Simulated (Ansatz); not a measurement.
in.yaml

```yaml
crystal:
  periodic: [false, false, false]
  atoms:
    - {symbol: N, position_ang: [-0.015433, -0.009008, -1.316360]}
    - {symbol: N, position_ang: [-0.016266, -0.025151, -0.190813]}
    - {symbol: Si, position_ang: [0.031698, 0.034159, 1.507173]}
basis:
  gaussian: {orbitals: "6-31G*"}
magnetization: {spin_polarized: false, initial_magnetization: 2}
hamiltonian: {xc: {name: r2SCAN}, pseudopotentials: {relativity: none}}
correlation: {method: ccsd_t, electrons: valence}
scf: {lower_state_search: full}
output: {forces: true}
```

```sh
$ ansatz run in.yaml --threads 1 --pin off --events-out ev --progress --plain --max-ram 2393MiB
```

Task: Roughly how long does this take on 1 thread of Intel Xeon 6975P-C, shared host, and how much host memory?

Result: 11 s wall and 0.21 GiB.

```
441 factors; integrals over basis functions are off by at most 1.0e-3 eV
mean field evaluation 1: about -10846.6743 eV, gradient 4.2e1 eV
mean field evaluation 2: about -10846.6742 eV, gradient 4.2e1 eV
mean field evaluation 4: about -10851.6579 eV, gradient 1.7e1 eV
mean field evaluation 8: about -10852.4112 eV, gradient 3.0e-1 eV
mean field evaluation 16: about -10852.4147 eV, gradient 4.7e-5 eV
mean field evaluation 32: about -10846.4207 eV, gradient 3.4e1 eV
mean field evaluation 64: about -10772.2491 eV, gradient 9.4e1 eV
mean field evaluation 96: about -10852.4147 eV, gradient 4.2e-5 eV
mean field evaluation 128: about -10852.4147 eV, gradient 1.6e-2 eV
mean field evaluation 160: about -10851.9988 eV, gradient 1.4e1 eV
mean field evaluation 192: about -10794.2609 eV, gradient 8.1e1 eV
mean field evaluation 224: about -10852.4147 eV, gradient 8.1e-6 eV
mean field -10852.41469005 eV, -398.8188838283 hartree, gradient 3.9e-6 eV, S^2 2.000000; 8 other end points of the search recorded, 0 dependent functions left out
mean field evaluation 256: about -10823.6633 eV, gradient 1.9e-1 eV
7 core orbitals not correlated: weight in the atoms' cores, before any rotation towards them, 1.000 or more for the frozen orbitals, at most 0.000 for the correlated occupied ones
reference -10822.58406959 eV, -397.7226287463 hartree; 8, 6 occupied and 34, 36 virtual orbitals, 441 factors
second order -11.04361463 eV of doubles, -0.46288053 eV of singles
cycle   1  -10.67501307 eV  change    8.3e-1 eV  update   1.1e-1
cycle   2  -11.15941231 eV  change   -4.8e-1 eV  update   4.0e-2
cycle   3  -11.25778576 eV  change   -9.8e-2 eV  update   1.3e-2
cycle   4  -11.26493402 eV  change   -7.1e-3 eV  update   5.2e-3
cycle   5  -11.26911236 eV  change   -4.2e-3 eV  update   2.2e-3
cycle   6  -11.26929201 eV  change   -1.8e-4 eV  update   7.2e-4
cycle   7  -11.26942072 eV  change   -1.3e-4 eV  update   2.5e-4
cycle   8  -11.26950473 eV  change   -8.4e-5 eV  update   9.1e-5
cycle   9  -11.26949636 eV  change    8.4e-6 eV  update   3.3e-5
cycle  10  -11.26948003 eV  change    1.6e-5 eV  update   1.2e-5
cycle  11  -11.26948571 eV  change   -5.7e-6 eV  update   5.1e-6
cycle  12  -11.26948256 eV  change    3.2e-6 eV  update   1.9e-6
cycle  13  -11.26948408 eV  change   -1.5e-6 eV  update   8.0e-7
perturbative correction -0.52112328 eV, -0.0191509275 hartree
the calculation of the forces begins
Total energy: -10834.37467695 eV, -398.1559255749 hartree
Atom 0 at    -0.015433    -0.009008    -1.316360 Å, force    -0.053157    -0.030402    -4.581927 eV/Å
Atom 1 at    -0.016266    -0.025151    -0.190813 Å, force     0.035321     0.025710     2.623537 eV/Å
Atom 2 at     0.031698     0.034159     1.507173 Å, force     0.017836     0.004692     1.958390 eV/Å
Dipole moment:    -0.001167    -0.001814    -0.012955 e Å
```

Forces (eV/Å):
```
N   -0.053 -0.030 -4.582
N    0.035  0.026  2.624
Si   0.018  0.005  1.958
```
